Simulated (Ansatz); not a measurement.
Rock-salt AgCl: PBE at its full settings (plane-wave cutoff 520 eV, 10×10×10 k mesh, Fermi–Dirac smearing 0.01 eV, no spin polarisation, scalar-relativistic PAW data made under PBE) and at cheaper ones, in a cell of 2 atoms with Γ-centred meshes.

| level and setting | equilibrium lattice constant a (Å) | bulk modulus (GPa) |
|---|---|---|
| PBE (Ansatz) | 5.612 | 41.9 |
| PBE (Γ point alone) (Ansatz) | 5.534 | 10.0 |
| PBE (2×2×2 k mesh) (Ansatz) | 5.839 | 32.2 |
| PBE (4×4×4 k mesh) (Ansatz) | 5.618 | 41.8 |
| PBE (6×6×6 k mesh) (Ansatz) | 5.612 | 41.9 |
| PBE (Fermi-Dirac smearing of 0.3 eV) (Ansatz) | 5.613 | 41.8 |

Largest shifts from the full settings: lattice constant a +4.04 % (PBE (2×2×2 k mesh)), against a difference of +1.19 % of the full result from the reference 5.546 Å (measured, temperature not stated, not corrected to a static lattice, our sources range from 5.510 to 5.550; as tabulated in Jana et al. (2018), arXiv:1803.03840); bulk modulus -76 % (PBE (Γ point alone)), against a difference of -4.8 % of the full result from the reference 44 GPa (measured, temperature not stated, no zero-point or thermal correction, our sources range from 44.0 to 53.5; as tabulated in Toher et al. (2017), arXiv:1611.05714).

The full settings aren't shown to be converged themselves.

Ansatz's density-functional and Hartree–Fock values are scalar-relativistic unless marked +SOC, with PAW data made under PBE.

Run with cheap settings on purpose, which may leave them unconverged: PBE (2×2×2 k mesh), PBE (4×4×4 k mesh), PBE (6×6×6 k mesh), PBE (Fermi-Dirac smearing of 0.3 eV), PBE (Γ point alone).

Ansatz is a quantum-chemistry and plane-wave program.
